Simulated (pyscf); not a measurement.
A first-order saddle from PySCF, ωB97X-D3(BJ)/def2-SVP:

```xyz
6

Ge    -0.9716    -0.2928    -0.0321
Cl    -0.6834     0.5084     2.0007
H     -1.6539    -1.6253     0.3433
H     -2.0999     0.0177    -1.1895
H      0.3866    -0.5307    -0.6919
H     -1.2282     1.3318    -0.4550
```
Charge 0, spin multiplicity 2.

Surface: doublet, charge 0. Lowest wavenumbers (cm⁻¹): 550i, 238, 386, 579, 673.

Task: Which two sides does it connect, and which bonds change?

Result: `[Cl][GeH3]` + `[H]` [doublet] ⇌ `[Cl][GeH3]` + `[H]` [doublet], a substitution at Ge read from left to right: Ge–H broken and Ge–H formed. At CCSD(T)/def2-TZVPP + ΔMP2(QZVPP) it lies +14.7 kcal/mol from the left side and +14.7 kcal/mol from the right (each side as separated species at their lowest minima found). The same reactants have a lower exit, to Cl–GeH₂• + H₂ (barrier +3.1 kcal/mol at ωB97M-D3(BJ), against +14.7 kcal/mol here). One saddle was located; it need not be the lowest between these sides. The angle at the attacked Ge is 63° (front-side attack). The CCSD(T) − MP2 part came from Ansatz, without density fitting, on the same reference. The frozen core leaves the outer d or s,p core shells of the metals and heavy elements correlated in the MP2 and CC values, and def2-TZVPP describes them poorly, which can shift differences by a few kcal/mol. Elements up to Kr have no core potential and no relativistic terms here.
